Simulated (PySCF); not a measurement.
Gas-phase reaction: 4 BF(OH)2 + F2 + B2O2 → 4 HBO2 + 2 BF3.H2O

Method: PySCF energies (xtb for GFN2) plus ideal-gas RRHO corrections (1 bar). † marks an energy on the PBE0/def2-TZVP geometry and frequencies; other levels use their own. MP2 freezes the core. All species are closed-shell singlets. Adducts (BF3.H2O) have no counterpoise correction, and HF, PBE, BLYP, B3LYP and PBE0 lack dispersion. BF(OH)2, BF3.H2O: computed as isolated molecules; such fragments, hydroxides, amides, oligomers or adducts are transient or little studied in the gas. MP2 isn't extrapolated to the basis-set limit; its ΔH°(298 K) is -406.6 kJ in def2-SVP and -389.4 kJ in def2-TZVPP. The harmonic model lacks anharmonicity and excited electronic states, which grow with temperature; levels with a mode under 35 cm⁻¹ are left out. Internal rotation in BF(OH)2, BF3.H2O is treated as a harmonic vibration of one conformer, which makes the entropy rough.

| level | ΔE electronic, kJ | ΔH°(298 K), kJ | ΔS°(298 K), J/K | ΔG°(1800 K), kJ |
|---|---|---|---|---|
| BLYP/def2-TZVP† | -335 | -347 | 59 | -461 |
| GFN2-xTB | -390 | -399 | 59 | -509 |
| MP2/def2-SVP† | -395 | -407 | 59 | -521 |
| PBE0/def2-QZVP† | -330 | -342 | 59 | -456 |
| PBE0/def2-TZVP | -327 | -339 | 59 | -453 |
ΔH° is lowest at MP2/def2-SVP† and highest at PBE0/def2-TZVP. No reference value is set beside these.
